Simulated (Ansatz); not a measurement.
The input, for Ansatz 0.2.0:

```yaml
crystal:
  periodic: [false, false, false]
  atoms:
    - {symbol: Si, position_ang: [-0.063719, 0.063824, 0.063325]}
    - {symbol: H, position_ang: [0.792131, 0.922569, 0.920156]}
    - {symbol: H, position_ang: [-0.923270, -0.790599, 0.920770]}
    - {symbol: H, position_ang: [-0.918448, 0.919359, -0.797824]}
    - {symbol: H, position_ang: [2.825059, -2.829747, -2.807602]}
basis:
  gaussian: {orbitals: 6-31G, fitting: {mean_field: def2-universal-jkfit}}
magnetization: {spin_polarized: false}
hamiltonian: {xc: {name: r2SCAN}}
correlation: {method: ccsd_t, electrons: valence}
accuracy: high
scf: {lower_state_search: light}
```

```sh
$ ansatz run in.yaml --threads 1 --pin off --events-out ev --progress --plain --max-ram 2393MiB
```

Problem. Roughly how long does this take on 1 thread of Arm Neoverse V1, shared host, and how much host memory?

Solution. 5.5 s wall and 0.18 GiB.

```
200 factors; integrals over basis functions are off by at most 2.1e-1 eV
mean field evaluation 1: about -7929.9467 eV, gradient 2.0e1 eV
mean field evaluation 2: about -7929.9455 eV, gradient 2.0e1 eV
mean field evaluation 4: about -7925.6375 eV, gradient 1.2e1 eV
mean field evaluation 8: about -7934.5322 eV, gradient 3.7e-3 eV
mean field evaluation 16: about -7934.2264 eV, gradient 3.5e-1 eV
mean field evaluation 32: about -7904.1523 eV, gradient 2.3e1 eV
mean field -7934.53223073 eV, -291.5886812604 hartree, gradient 9.6e-9 eV, S^2 0.000000; 2 other end points of the search recorded, 0 dependent functions left out; unrestricted orbitals would lower it
unrestricted determinant -7920.27400058 eV, -291.0647009669 hartree, S^2 1.0041
5 core orbitals not correlated: weight in the atoms' cores, before any rotation towards them, 1.000 or more for the frozen orbitals, at most 0.000 for the correlated occupied ones
reference -7915.32564146 eV, -290.8828521231 hartree; 4, 4 occupied and 12, 12 virtual orbitals, 200 factors
second order -5.30074633 eV of doubles, -0.30569345 eV of singles
cycle   1  -3.51870200 eV  change    -1.2e0 eV  update   1.6e-1
cycle   2  -4.30391378 eV  change   -7.9e-1 eV  update   1.3e-1
cycle   3  -4.86052192 eV  change   -5.6e-1 eV  update   1.1e-1
cycle   4  -5.27866090 eV  change   -4.2e-1 eV  update   9.4e-2
...
cycle  21  -6.59454582 eV  change   -1.5e-6 eV  update   2.9e-7
cycle  22  -6.59454823 eV  change   -2.4e-6 eV  update   1.8e-7
cycle  23  -6.59454843 eV  change   -2.0e-7 eV  update   1.8e-8
cycle  24  -6.59454838 eV  change    4.7e-8 eV  update   7.6e-9
cycle  25  -6.59454838 eV  change  -9.6e-10 eV  update   3.1e-9
cycle  26  -6.59454840 eV  change   -1.9e-8 eV  update   1.6e-9
cycle  27  -6.59454840 eV  change    4.3e-9 eV  update  4.9e-10
cycle  28  -6.59454840 eV  change   -3.2e-9 eV  update  2.8e-10
cycle  29  -6.59454840 eV  change   5.5e-10 eV  update  8.2e-11
cycle  30  -6.59454840 eV  change   8.1e-11 eV  update  3.3e-11
perturbative correction -0.33436857 eV, -0.0122878183 hartree
WARN: these amplitudes may be one of several solutions (largest doubles amplitude 0.93, level shift 10.95 eV)
Total energy: -7922.25455843 eV, -291.1374851251 hartree
```
